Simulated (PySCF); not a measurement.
tetrafluoromethane (CF4), SMILES C(F)(F)(F)F. Heavy atoms are numbered as in [F:1][C:2]([F:3])([F:4])[F:5].

Coordinates come from a B3LYP-D3(BJ)/def2-SVP optimisation.

All values below come from PBE0/pcSseg-2 in PySCF.

GIAO shieldings, no solvent; atoms alike by connectivity are averaged. δ = σ(ref) − σ: ¹⁹F against CFCl3 (σ = 165.8 ppm); ¹³C against TMS (σ = 186.1 ppm), references at their B3LYP-D3(BJ)/def2-TZVP geometries, non-relativistic.

Task: Estimate the chemical shifts. (The exact figures need the calculation; the answer reports its results.)

Result: 
```csv
nucleus,atoms,count,δ (ppm)
¹⁹F,F1,4,-76.5
¹³C,C2,1,136.2
```
